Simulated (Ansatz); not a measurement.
System: 1T (CdI2-type) ZrSe2. Method: Hartree–Fock (Ansatz, a quantum-chemistry and plane-wave program, plane waves, PAW).

Settings: plane-wave cutoff 460 eV, 9×9×4 k mesh (along the axes of the cell as run), Fermi–Dirac smearing 0.01 eV, scalar-relativistic PAW data made under PBE.

Cell (measured lattice):

```cif
data_Se2Zr
_chemical_formula_sum 'Zr1 Se2'
_space_group_name_H-M_alt 'P 1'
_space_group_IT_number 1
_cell_length_a 3.77000
_cell_length_b 3.77000
_cell_length_c 6.12800
_cell_angle_alpha 90.000
_cell_angle_beta 90.000
_cell_angle_gamma 120.000
loop_
_space_group_symop_operation_xyz
  'x, y, z'
loop_
_atom_site_label
_atom_site_type_symbol
_atom_site_fract_x
_atom_site_fract_y
_atom_site_fract_z
_atom_site_occupancy
Zr1 Zr 0.00000 0.00000 0.00000 1
Se1 Se 0.33333 0.66667 0.25600 1
Se2 Se 0.66667 0.33333 0.74400 1
```

What does this level give for the band gap and smallest direct gap on the k points sampled?


- band gap = 6.42 eV
- smallest direct gap on the k points sampled = 7.66 eV

Measured, for comparison: band gap 1.18 eV (temperature not stated, not corrected to a static lattice, fundamental, indirect, our sources range from 0.90 to 1.20; as tabulated in Rybak et al. (2022), arXiv:2210.12074).

Note: cell and atoms aren't relaxed at this level (pressure 8.9 GPa).

Spin–orbit coupling is not included.

Static lattice: no zero-point or thermal effects.
